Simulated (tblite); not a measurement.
Run record: tight-binding relaxation, `CSC[O]` [radical].

Computed with GFN2-xTB geometry optimisation, gas phase (tblite 0.8.0). Start geometry: from a force field or distance geometry. A driver script takes a list of jobs; this job's settings line and coordinates (Å) are shown.

Command:
```bash
OMP_NUM_THREADS=1 python probes_run.py task.json out
```

Input:
```
{"job": {"kind": "relax", "xc": "GFN2-xTB", "basis": "xTB"}, "charge": 0, "multiplicity": 2}
C      1.376800     0.075800    -0.070500
S      0.036700    -0.963600    -0.727000
C     -1.397400    -0.105600     0.035700
O     -1.333400    -0.207300     1.335600
H      2.310000    -0.220300    -0.529900
H      1.471200    -0.042700     1.008600
H      1.184600     1.132000    -0.314900
H     -1.379400     0.901100    -0.422900
H     -2.255500    -0.563400    -0.485400
```

Output:
```
step      E/eV     max force
  0    -382.13674    1.364
  1    -382.18941    0.971
  2    -382.22638    0.658
  3    -382.25815    0.473
  4    -382.27043    0.443
  5    -382.28117    0.490
  6    -382.29656    0.452
  7    -382.31194    0.444
  8    -382.32621    0.318
  9    -382.33551    0.268
... (52 lines left out)
 62    -382.59465    0.139
 63    -382.59606    0.089
 64    -382.59686    0.088
 65    -382.59734    0.076
 66    -382.59793    0.102
 67    -382.59853    0.073
 68    -382.59883    0.040
 69    -382.59890    0.020
 70    -382.59892    0.013
 71    -382.59893    0.007
```

«max force» is the largest atomic force in eV/Å.

Task: From which step on does the largest force stay under 0.1 eV/Å, and how much energy is left to gain from there?

Result: From step 67 (0.073 eV/Å), 0.4 meV above the end.

Summary of the converged run: energy lowered by 10.7 kcal/mol over 71 steps; largest atomic force 0.007 eV/Å at the end.

Task: Where do the atoms end?

Result: 0.614 Å rms from the input after alignment:
```
atom  x, y, z in Å
C1     1.4015    0.1207   -0.0652
S2     0.0665   -0.1147   -1.2341
C3    -1.4157   -0.1186    0.0505
O4    -1.0728    0.0299    1.2448
H5     2.0819   -0.7230   -0.1308
H6     0.9337    0.1754    0.9233
H7     1.9235    1.0420   -0.3056
H8    -2.0298    0.6809   -0.4147
H9    -1.8753   -1.0866   -0.2389
```

On one thread of an Arm Neoverse V1, no GPU, shared host with 32 logical CPUs at a one-minute load of 20, this took 0.25 s.
Labels such as C1 count atoms from 1, the log's own numbers from 0.
